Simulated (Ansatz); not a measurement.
H2S2. The state is a singlet with charge 0. Geometry PBE0-D4/def2-TZVP, basis def2-TZVP, Ansatz.

```tsv
run	HOMO (eV)	LUMO (eV)
A	-9.70	1.22
B	-6.27	-1.90
C	-7.52	-0.89
D	-10.26	1.48
E	-6.55	-1.68
F	-10.38	2.87
```

LC-ωPBE has ω = 0.4 bohr⁻¹.

Q: The runs used HF, LC-ωPBE, PBE, PBE0, r2SCAN, ωB97M-V. Estimate which is which.

A: A ωB97M-V (range-separated); B PBE (0 % exact exchange); C PBE0 (25 % exact exchange); D LC-ωPBE (range-separated); E r2SCAN (0 % exact exchange); F HF (100 % exact exchange). Exact exchange lowers occupied and raises empty levels; among semilocal functionals meta-GGAs tend to open the gap a little, and such runs are hard to tell apart. The gap grows from 4.36 eV (PBE) to 13.25 eV (HF).
